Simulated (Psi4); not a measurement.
**AlHCl2 (SMILES [H][Al]([Cl])[Cl]): revPBE/def2-TZVP**

Aim: the vertical singlet–triplet gap of AlHCl2 at revPBE/def2-TZVP, from 2 runs. The job is set up through a Python script.

The calculation is run with Psi4 1.11.

2 further runs of the same task are left out: 2 set aside as unsound or not needed.

**1. The system as given**

AlHCl2: 4 atoms, total charge 0, spin state singlet. As SMILES, `[H][Al]([Cl])[Cl]`. Geometry: a GFN2-xTB relaxation, a rough one for these elements and not checked as a minimum.

Bond lengths: Al1–Cl2 2.022 Å, Al1–Cl3 2.023 Å, Al1–H4 1.522 Å. Angles: Cl2–Al1–Cl3 124.1°, Cl2–Al1–H4 118.0°, Cl3–Al1–H4 117.9°.

**2. Energy and forces at revPBE/def2-TZVP**

job.py reads:

```python
import psi4

psi4.set_memory(1600000000)
psi4.set_num_threads(1)
psi4.set_output_file('run.log', False)

mol = psi4.geometry("""
0 1
Al    -0.047750    -0.080660    -0.000420
Cl     1.971850    -0.182600     0.014280
Cl    -1.095680     1.649890    -0.015830
H     -0.828410    -1.386630     0.001980
symmetry c1
no_reorient
no_com
""")

psi4.set_options({
    'basis': 'def2-TZVP',
    'puream': True,
    'e_convergence': 1e-09,
    'd_convergence': 1e-08,
    'scf_type': 'pk',
    'dft_radial_points': 99,
    'dft_spherical_points': 590,
})

e, wfn = psi4.gradient('revpbe', molecule=mol, return_wfn=True)
print('gradient / Eh bohr^-1')
print(e.np.round(6))
print(f'energy = {wfn.energy():.10f} Eh')
```

Started as:

```console
python job.py
```

run.log:

```text
[...]
  Running in c1 symmetry.
[...]
  Nuclear repulsion =  168.858064411667357
[...]
  Multiplicity = 1
[...]
  Nalpha       = 24
  Nbeta        = 24
[...]
    Number of basis functions: 117
[...]
   @RKS iter   1: -1163.25414814843907   -8.35249e-02   4.90758e-03 DIIS/ADIIS
[...]
   @RKS iter  11: -1163.36946446042475    4.54747e-13   4.89997e-09 DIIS
[...]
    Orbital Energies [Eh]
    ---------------------
    Doubly Occupied:
       1A   -100.674811     2A   -100.674707     3A    -55.426330
       4A     -9.178884     5A     -9.178762     6A     -6.991735
       7A     -6.991618     8A     -6.988986     9A     -6.988865
      10A     -6.987847    11A     -6.987726    12A     -3.976284
      13A     -2.578171    14A     -2.571719    15A     -2.569068
      16A     -0.760904    17A     -0.749952    18A     -0.411742
      19A     -0.353276    20A     -0.332426    21A     -0.319901
      22A     -0.304954    23A     -0.296342    24A     -0.286525
[...]
  @RKS Final Energy: -1163.36946446042475
   => Energetics <=
    Nuclear Repulsion Energy =            168.8580644116673568
    One-Electron Energy =               -1945.6108213843219801
    Two-Electron Energy =                 688.8080155615887179
    DFT Exchange-Correlation Energy =     -75.4247230493588319
    Empirical Dispersion Energy =           0.0000000000000000
    VV10 Nonlocal Energy =                  0.0000000000000000
    Total Energy =                      -1163.3694644604247515
[...]
 Multipole Moments:
 ------------------------------------------------------------------------------------
     Multipole            Electronic (a.u.)      Nuclear  (a.u.)        Total (a.u.)
 ------------------------------------------------------------------------------------
 L = 1.  Multiply by 2.5417464519 to convert [e a0] to [Debye]
 Dipole X            :        -25.4947722           25.4087473           -0.0860249
 Dipole Y            :        -42.6831236           42.5353162           -0.1478073
 Dipole Z            :          0.0554744           -0.0563705           -0.0008962
 Magnitude           :                                                    0.1710208
[...]
  -Total Gradient:
     Atom            X                  Y                   Z
    ------   -----------------  -----------------  -----------------
       1        0.008858612178     0.014158854674    -0.000039617964
       2       -0.031660985788    -0.001103377449    -0.000200178625
       3        0.013837848657    -0.028074414463     0.000245449667
       4        0.008958124535     0.015007776992    -0.000005589846
[...]
```

On the terminal:

```text
gradient / Eh bohr^-1
[[ 8.8590e-03  1.4159e-02 -4.0000e-05]
 [-3.1661e-02 -1.1030e-03 -2.0000e-04]
 [ 1.3838e-02 -2.8074e-02  2.4500e-04]
 [ 8.9580e-03  1.5008e-02 -6.0000e-06]]
energy = -1163.3694644604 Eh
```

Run time: 16 s. Hardware: 1 thread of Intel Xeon 6975P-C (Granite Rapids), shared host; peak memory 0.7 GiB.

**3. The triplet: a single-point energy at U-revPBE/def2-TZVP**

calc.py reads:

```python
import psi4

psi4.set_memory('1600 MB')
psi4.set_num_threads(1)
psi4.set_output_file('alcl2h.out', False)

geom = psi4.geometry("""
0 3
Al    -0.047750    -0.080660    -0.000420
Cl     1.971850    -0.182600     0.014280
Cl    -1.095680     1.649890    -0.015830
H     -0.828410    -1.386630     0.001980
symmetry c1
no_reorient
no_com
""")

psi4.set_options({
    'reference': 'uks',
    'puream': True,
    'e_convergence': 1e-09,
    'd_convergence': 1e-08,
    'scf_type': 'pk',
    'dft_radial_points': 99,
    'dft_spherical_points': 590,
    'maxiter': 200,
})

e, wfn = psi4.energy('revpbe/def2-TZVP', molecule=geom, return_wfn=True)
psi4.oeprop(wfn, 'LOWDIN_CHARGES', 'MULLIKEN_CHARGES', 'QUADRUPOLE', title='REVPBE')
print(f'total energy {e:.8f} hartree = {e * 27.211386:.5f} eV')
```

Started as:

```console
python calc.py
```

alcl2h.out (excerpt; [...] marks lines left out):

```text
[...]
  Running in c1 symmetry.
[...]
  Nuclear repulsion =  168.858064411667357
[...]
  Multiplicity = 3
[...]
  Nalpha       = 25
  Nbeta        = 23
[...]
    Number of basis functions: 117
[...]
   @UKS iter   1: -1163.01325425773052    1.57369e-01   4.60034e-03 DIIS/ADIIS
[...]
   @UKS iter  17: -1163.16221387702103   -6.13909e-12   6.64518e-09 DIIS
[...]
   @S^2 Observed:                2.003156997E+00
[...]
  @UKS Final Energy: -1163.16221387702103
   => Energetics <=
    Nuclear Repulsion Energy =            168.8580644116673568
    One-Electron Energy =               -1944.6681051953414681
    Two-Electron Energy =                 687.9955832205093884
    DFT Exchange-Correlation Energy =     -75.3477563138561948
    Empirical Dispersion Energy =           0.0000000000000000
    VV10 Nonlocal Energy =                  0.0000000000000000
    Total Energy =                      -1163.1622138770210313
[...]
 Multipole Moments:
 ------------------------------------------------------------------------------------
     Multipole            Electronic (a.u.)      Nuclear  (a.u.)        Total (a.u.)
 ------------------------------------------------------------------------------------
 L = 1.  Multiply by 2.5417464519 to convert [e a0] to [Debye]
 Dipole X            :        -25.4377835           25.4087473           -0.0290362
 Dipole Y            :        -42.5835452           42.5353162           -0.0482290
 Dipole Z            :          0.0591604           -0.0563705            0.0027899
 Magnitude           :                                                    0.0563642
 L = 2.  Multiply by 1.3450342976 to convert [e a0^2] to [Debye ang]
 Quadrupole XX       :       -339.3988902          311.4822886          -27.9166015
 Quadrupole XY       :        128.1234476         -127.3228311            0.8006165
[...]
  Mulliken Charges: (a.u.)
   Center  Symbol    Alpha    Beta     Spin     Total
       1    AL     7.03091  5.96419  1.06672  0.00490
       2    CL     8.67370  8.38834  0.28536 -0.06205
       3    CL     8.67413  8.38795  0.28618 -0.06208
       4     H     0.62126  0.25952  0.36174  0.11923
   Total alpha = 25.00000, Total beta = 23.00000, Total charge =  0.00000
  Lowdin Charges: (a.u.)
   Center  Symbol    Alpha    Beta     Spin     Total
       1    AL     7.55769  6.49086  1.06683 -1.04855
       2    CL     8.41534  8.10654  0.30880  0.47812
[...]
```

On the terminal:

```text
total energy -1163.16221388 hartree = -31651.25598 eV
```

Wall time 17 s (1 thread of Intel Xeon 6975P-C (Granite Rapids), shared host); peak memory 0.69 GiB.

**4. What came out**

Level: revPBE/def2-TZVP.

| quantity | value |
| --- | --- |
| singlet: total energy | -1163.36946 Eh |
| singlet: dipole moment | 0.43 D |
| singlet: HOMO energy | -7.80 eV |
| singlet: LUMO energy | -1.87 eV |
| singlet: HOMO–LUMO gap | 5.92 eV |
| singlet: largest force on an atom | 1.629 eV/Å |
| triplet: total energy | -1163.16221 Eh |
| triplet: dipole moment | 0.14 D |
| triplet: HOMO energy (highest over α and β) | -2.67 eV |
| triplet: ⟨S²⟩ | 2.003 |
| vertical energy of the triplet above the singlet | 5.640 eV |

What this shows: At this shape the triplet lies 5.64 eV (544 kJ/mol) above the singlet. The largest force (singlet) is 1.63 eV/Å: the shape isn't a stationary point for this species at this level.
